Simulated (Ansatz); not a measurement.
`C[O][AlH2]` + CH₃SH → `C[S][AlH2]` + CH₃OH at 298.15 K and 1 bar (ligand exchange at the Al–O bond).

Calculated with Ansatz (gas phase, PBE0-D4/def2-TZVP geometries, no zero-point term in ΔE). CCSD(T)/CBS adds triple-zeta CCSD(T) − MP2 to the extrapolated MP2 energy (def2 sets, frozen cores). This one scheme is used for every species.

```
     species  CCSD(T)/CBS energy (Eh)  H − E (kJ/mol)  S (J/(mol·K))
`C[O][AlH2]`               -358.26893           161.5          296.6
       CH₃SH               -438.22835           133.0          253.2
`C[S][AlH2]`               -680.87163           155.2          309.9
       CH₃OH               -115.61712           146.3          238.2
```

H − E and S are ideal-gas, rigid-rotor, harmonic terms from PBE0-D4/def2-TZVP. 1 Eh = 2625.50 kJ/mol, R = 8.31446 J/(mol·K).

Task: By hand: ΔE, ΔH, ΔS and ΔG.

Result: ΔE = (-680.87163) + (-115.61712) − (-358.26893) − (-438.22835) = 0.00853 Eh = 22.4 kJ/mol. Δ(H − E) = 155.2 + 146.3 − 161.5 − 133.0 = 7.0, so ΔH = 29.4 kJ/mol. ΔS = 309.9 + 238.2 − 296.6 − 253.2 = -1.7 J/(mol·K). ΔG = 29.4 − 298.15 × (-1.7)/1000 = 29.9 kJ/mol.

Task: By hand: the equilibrium constant, and the temperature at which ΔG would vanish if ΔH and ΔS stayed fixed.

Result: log₁₀ K = −ΔG/(RT ln 10) = -5.2. ΔH and −TΔS have one sign here, so there is no such temperature. One of them is within its doubt of zero, so this could turn.

The number of gas molecules stays the same, so ΔS is small and ΔH decides. A doubt of 5 kJ/mol in ΔE shifts log₁₀ K by 0.9 here. These are equilibria of isolated gas molecules and say nothing of rates. Largest T1 diagnostic: 0.012 (customary marks: 0.02 for closed shells, 0.045 for open ones).
